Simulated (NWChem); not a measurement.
Everything below was run with NWChem. System: AlCl$_{3}$, charge 0, spin multiplicity 1, optimised in this run. The structure started from a generated list of species. Level: PBE/def2-SVP.

Input file:

```
start mol
memory heap 200 mb stack 900 mb global 1100 mb
geometry units angstroms
  Al     0.000000     0.000000    -0.000009
  Cl     0.000000     0.000000     2.029787
  Cl     0.000000     1.757848    -1.014890
  Cl     0.000000    -1.757848    -1.014890
  symmetry group C2v
end
basis spherical
  * library def2-svp
end
dft
  xc xpbe96 cpbe96
  semidirect memsize 60000000 filesize 0
  iterations 100
end
driver
  maxiter 80
end
task dft optimize
task dft freq
```

NWChem printed:

```
             Northwest Computational Chemistry Package (NWChem) 7.3.0
             --------------------------------------------------------

                                NWChem Input Module
                                -------------------

 Scaling coordinates for geometry "geometry" by  1.889725989
 (inverse scale =  0.529177249)

 Turning off AUTOSYM since
 SYMMETRY directive was detected!

          ------
          auto-z
          ------
  Looking for out-of-plane bends

                             Geometry "geometry" -> ""
                             -------------------------

 Output coordinates in angstroms (scale by  1.889725989 to convert to a.u.)

  No.       Tag          Charge          X              Y              Z
 ---- ---------------- ---------- -------------- -------------- --------------
    1 Al                  13.0000     0.00000000     0.00000000    -0.00000903
    2 Cl                  17.0000     0.00000000     0.00000000     2.02978697
    3 Cl                  17.0000     0.00000000     1.75784800    -1.01489003
    4 Cl                  17.0000     0.00000000    -1.75784800    -1.01489003

 Effective nuclear repulsion energy (a.u.)     303.3476405228

            Nuclear Dipole moment (a.u.)
            ----------------------------
        X                 Y               Z
 ---------------- ---------------- ----------------
     0.0000000000     0.0000000000     0.0000000000

      Symmetry information
      --------------------

 Group name             C2v
 Group number             16
 Group order               4
 No. of unique centers     3

      Symmetry unique atoms

     1    2    3


 Summary of "ao basis" -> "" (spherical)
 ------------------------------------------------------------------------------
       Tag                 Description            Shells   Functions and Types
 ---------------- ------------------------------  ------  ---------------------
 *                          def2-svp                  on all atoms

  pbe96 is a nonlocal functional; adding pw91lda local functional.

                           NWChem Geometry Optimization
                           ----------------------------

 maximum gradient threshold         (gmax) =   0.000450
 rms gradient threshold             (grms) =   0.000300
 maximum cartesian step threshold   (xmax) =   0.001800
 rms cartesian step threshold       (xrms) =   0.001200
 fixed trust radius                (trust) =   0.300000
 maximum step size to saddle      (sadstp) =   0.100000
 energy precision                  (eprec) =   5.0D-06
 maximum number of steps          (nptopt) =   80
 initial hessian option           (inhess) =    0
 line search option               (linopt) =    1
 hessian update option            (modupd) =    1
 saddle point option              (modsad) =    0
 initial eigen-mode to follow     (moddir) =    0
 initial variable to follow       (vardir) =    0
 follow first negative mode     (firstneg) =    T
 apply conjugacy                    (opcg) =    F
 source of zmatrix                         =   autoz

          -------------------
          Energy Minimization
          -------------------

 Names of Z-matrix variables
    1              2              3              4              5
    6              7              8              9             10
   11             12

 Variables with the same non-blank name are constrained to be equal

 Using diagonal initial Hessian
 Scaling for Hessian diagonals: bonds = 1.00  angles = 0.25  torsions = 0.10

          --------
          Step   0
          --------

                         Geometry "geometry" -> "geometry"
                         ---------------------------------

 Output coordinates in angstroms (scale by  1.889725989 to convert to a.u.)

  No.       Tag          Charge          X              Y              Z
 ---- ---------------- ---------- -------------- -------------- --------------
    1 Al                  13.0000     0.00000000     0.00000000    -0.00000903
    2 Cl                  17.0000     0.00000000     0.00000000     2.02978697
    3 Cl                  17.0000     0.00000000     1.75784800    -1.01489003
    4 Cl                  17.0000     0.00000000    -1.75784800    -1.01489003

 Effective nuclear repulsion energy (a.u.)     303.3476405228

            Nuclear Dipole moment (a.u.)
            ----------------------------
        X                 Y               Z
 ---------------- ---------------- ----------------
     0.0000000000     0.0000000000     0.0000000000

      Symmetry information
      --------------------

 Group name             C2v
 Group number             16
 Group order               4
 No. of unique centers     3

      Symmetry unique atoms

     1    2    3

                                 NWChem DFT Module
                                 -----------------

 Summary of "ao basis" -> "ao basis" (spherical)
 ------------------------------------------------------------------------------
       Tag                 Description            Shells   Functions and Types
 ---------------- ------------------------------  ------  ---------------------
 Al                         def2-svp                 8       18   4s3p1d
 Cl                         def2-svp                 8       18   4s3p1d

 Summary of "ao basis" -> "ao basis" (spherical)
 ------------------------------------------------------------------------------
       Tag                 Description            Shells   Functions and Types
 ---------------- ------------------------------  ------  ---------------------
 Al                         def2-svp                 8       18   4s3p1d
[...]
 ---------------------------- Atom information ----------------------------
     atom    #        X              Y              Z            mass
 --------------------------------------------------------------------------
    Al       1  0.0000000D+00  0.0000000D+00 -6.7966518D-06  2.6981540D+01
    Cl       2  0.0000000D+00  0.0000000D+00  3.9564901D+00  3.4968850D+01
    Cl       3  0.0000000D+00  3.4264428D+00 -1.9782437D+00  3.4968850D+01
    Cl       4  0.0000000D+00 -3.4264428D+00 -1.9782437D+00  3.4968850D+01
 --------------------------------------------------------------------------

          ----------------------------------------------------
          MASS-WEIGHTED NUCLEAR HESSIAN (Hartree/Bohr/Bohr/Kamu)
          ----------------------------------------------------

               1            2            3            4            5            6            7            8            9           10
   ----- ----- ----- ----- -----
    1    1.16184D+00
    2   -2.53912D-05  9.90463D+00
    3   -2.38714D-05 -2.38854D-05  9.90462D+00
    4   -3.40196D-01  1.12710D-08  1.47116D-08  9.97007D-02
    5   -1.32045D-08 -3.63749D-01  4.04051D-08 -3.59231D-07  3.14747D-01
    6    8.14786D-09  8.87773D-08 -5.43649D+00 -4.76426D-07  6.49452D-07  5.05187D+00
    7   -3.40204D-01 -2.50042D-08 -2.84581D-08  9.95679D-02 -4.37155D-10  7.92325D-09  9.97031D-02
    8   -2.85301D-08 -4.16825D+00  2.19649D+00  4.66528D-09  2.38069D-03  6.32691D-02 -3.74852D-07  3.86754D+00
    9   -7.05287D-09  2.19648D+00 -1.63191D+00 -2.43113D-09  1.80284D-01 -1.38229D-01 -4.06465D-07 -2.05117D+00  1.49902D+00
   10   -3.40204D-01 -7.37366D-09 -1.59889D-08  9.95679D-02  5.46274D-09  1.34818D-08  9.95642D-02  1.19999D-08  3.02017D-09  9.97023D-02
   11    9.45763D-09 -4.16825D+00 -2.19649D+00 -7.07734D-10  2.38071D-03 -6.32691D-02  1.85030D-09 -2.08524D-01 -5.85073D-02  1.65691D-07
   12    6.16990D-09 -2.19648D+00 -1.63191D+00 -4.87876D-10 -1.80284D-01 -1.38229D-01 -1.75627D-09  5.85071D-02  7.26857D-02 -2.37144D-07

              11           12
   ----- ----- ----- ----- -----
   11    3.86754D+00
   12    2.05117D+00  1.49902D+00


 ----------------------------------------------------------------------------
 Normal Eigenvalue ||         Derivative Dipole Moments (debye/angs)
  Mode   [cm**-1]  ||      [d/dqX]             [d/dqY]           [d/dqZ]
 ------ ---------- || ------------------ ------------------ -----------------
    1       -0.747 ||       0.000               0.000             0.000
    2       -0.430 ||      -0.000              -0.000             0.000
    3       -0.216 ||      -0.000              -0.000             0.000
    4        1.870 ||      -0.000              -0.000             0.000
    5        1.909 ||      -0.000              -0.000            -0.000
    6        1.914 ||      -0.000               0.000             0.000
    7      143.087 ||      -0.000              -0.364            -0.155
    8      143.088 ||      -0.000               0.155            -0.364
    9      196.464 ||      -0.870               0.000             0.000
   10      374.219 ||       0.000               0.000             0.000
   11      619.632 ||       0.000              -1.826            -0.408
   12      619.634 ||       0.000               0.408            -1.826
 ----------------------------------------------------------------------------

 ----------------------------------------------------------------------------
 Normal Eigenvalue ||                 Infra Red Intensities
  Mode   [cm**-1]  || [atomic units] [(debye/angs)**2] [(KM/mol)] [arbitrary]
 ------ ---------- || -------------- ----------------- ---------- -----------
    1       -0.747 ||    0.000000           0.000         0.000       0.000
    2       -0.430 ||    0.000000           0.000         0.000       0.000
    3       -0.216 ||    0.000000           0.000         0.000       0.000
    4        1.870 ||    0.000000           0.000         0.000       0.000
    5        1.909 ||    0.000000           0.000         0.000       0.000
    6        1.914 ||    0.000000           0.000         0.000       0.000
    7      143.087 ||    0.006768           0.156         6.598       2.321
    8      143.088 ||    0.006768           0.156         6.598       2.321
    9      196.464 ||    0.032791           0.757        31.966      11.244
   10      374.219 ||    0.000000           0.000         0.000       0.000
   11      619.632 ||    0.151814           3.502       147.996      52.058
   12      619.634 ||    0.151809           3.502       147.991      52.056
 ----------------------------------------------------------------------------

        Vibrational analysis via the FX method
  --- with translations and rotations projected out ---
  --- via the Eckart algorithm                      ---
 Projected Nuclear Hessian trans-rot subspace norm:5.5446D-34
                         (should be close to zero!)

          --------------------------------------------------------
          MASS-WEIGHTED PROJECTED HESSIAN (Hartree/Bohr/Bohr/Kamu)
          --------------------------------------------------------

               1            2            3            4            5            6            7            8            9           10
   ----- ----- ----- ----- -----
    1    1.16186D+00
    2   -1.43153D-05  9.90464D+00
    3   -1.35120D-05 -1.34500D-05  9.90466D+00
    4   -3.40192D-01  4.19151D-06  3.95630D-06  9.96079D-02
    5    4.22595D-06 -3.63757D-01  3.78521D-06 -1.23735D-06  3.14723D-01
    6    3.98573D-06  3.87865D-06 -5.43648D+00 -1.16702D-06 -1.02630D-06  5.05187D+00
    7   -3.40194D-01  4.19154D-06  3.95633D-06  9.96085D-02 -1.23736D-06 -1.16703D-06  9.96091D-02
    8    4.23479D-06 -4.16824D+00  2.19649D+00 -1.23994D-06  2.40054D-03  6.32653D-02 -1.23995D-06  3.86753D+00
    9    3.97143D-06  2.19650D+00 -1.63189D+00 -1.16283D-06  1.80318D-01 -1.38234D-01 -1.16284D-06 -2.05120D+00  1.49897D+00
   10   -3.40194D-01  4.19154D-06  3.95633D-06  9.96085D-02 -1.23736D-06 -1.16703D-06  9.96091D-02 -1.23995D-06 -1.16284D-06  9.96091D-02
   11    4.11385D-06 -4.16824D+00 -2.19649D+00 -1.20453D-06  2.40036D-03 -6.32677D-02 -1.20454D-06 -2.08540D-01 -5.85303D-02 -1.20454D-06
   12    3.91179D-06 -2.19649D+00 -1.63189D+00 -1.14537D-06 -1.80320D-01 -1.38234D-01 -1.14538D-06  5.85279D-02  7.27206D-02 -1.14538D-06

              11           12
   ----- ----- ----- ----- -----
   11    3.86753D+00
   12    2.05119D+00  1.49897D+00

 center of mass
 --------------
 x =   0.00000000 y =   0.00000000 z =  -0.00000065

 moments of inertia (a.u.)
 ------------------
        1642.197692202135           0.000000000000           0.000000000000
           0.000000000000         821.093416518610           0.000000000000
           0.000000000000           0.000000000000         821.104275683525

 Rotational Constants
 --------------------
 A=   0.073317 cm-1  (  0.105485 K)
 B=   0.073316 cm-1  (  0.105483 K)
 C=   0.036658 cm-1  (  0.052742 K)

 Temperature                      =   298.15K
 frequency scaling parameter      =   1.0000

 Zero-Point correction to Energy  =    2.995 kcal/mol  (  0.004773 au)
 Thermal correction to Energy     =    6.347 kcal/mol  (  0.010115 au)
 Thermal correction to Enthalpy   =    6.939 kcal/mol  (  0.011058 au)

 Total Entropy                    =   77.213 cal/mol-K
   - Translational                =   40.525 cal/mol-K (mol. weight = 131.8881)
   - Rotational                   =   27.105 cal/mol-K (symmetry #  =        2)
   - Vibrational                  =    9.583 cal/mol-K

 Cv (constant volume heat capacity) =   15.126 cal/mol-K
   - Translational                  =    2.979 cal/mol-K
   - Rotational                     =    2.979 cal/mol-K
   - Vibrational                    =    9.167 cal/mol-K


 ----------------------------------------------------------------------------
 Normal Eigenvalue ||    Projected Derivative Dipole Moments (debye/angs)
  Mode   [cm**-1]  ||      [d/dqX]             [d/dqY]           [d/dqZ]
 ------ ---------- || ------------------ ------------------ -----------------
    1       -0.000 ||       0.000              -0.000             0.000
    2        0.000 ||      -0.000               0.000            -0.000
    3        0.000 ||       0.000              -0.000            -0.000
    4        0.000 ||       0.000              -0.000            -0.000
    5        0.000 ||      -0.000              -0.000            -0.000
    6        0.000 ||      -0.000               0.000            -0.000
    7      143.087 ||      -0.000              -0.378            -0.116
    8      143.088 ||      -0.000               0.116            -0.378
    9      196.464 ||      -0.870               0.000             0.000
   10      374.219 ||       0.000               0.000             0.000
   11      619.632 ||       0.000              -1.839            -0.349
   12      619.634 ||       0.000               0.349            -1.839
 ----------------------------------------------------------------------------

 ----------------------------------------------------------------------------
 Normal Eigenvalue ||           Projected Infra Red Intensities
  Mode   [cm**-1]  || [atomic units] [(debye/angs)**2] [(KM/mol)] [arbitrary]
 ------ ---------- || -------------- ----------------- ---------- -----------
    1       -0.000 ||    0.000000           0.000         0.000       0.000
    2        0.000 ||    0.000000           0.000         0.000       0.000
    3        0.000 ||    0.000000           0.000         0.000       0.000
    4        0.000 ||    0.000000           0.000         0.000       0.000
    5        0.000 ||    0.000000           0.000         0.000       0.000
    6        0.000 ||    0.000000           0.000         0.000       0.000
    7      143.087 ||    0.006768           0.156         6.598       2.321
    8      143.088 ||    0.006768           0.156         6.598       2.321
    9      196.464 ||    0.032791           0.757        31.966      11.244
   10      374.219 ||    0.000000           0.000         0.000       0.000
   11      619.632 ||    0.151814           3.502       147.996      52.058
   12      619.634 ||    0.151809           3.502       147.991      52.056
 ----------------------------------------------------------------------------

 Task  times  cpu:       39.3s     wall:       39.3s

 Total times  cpu:       45.7s     wall:       45.7s
```
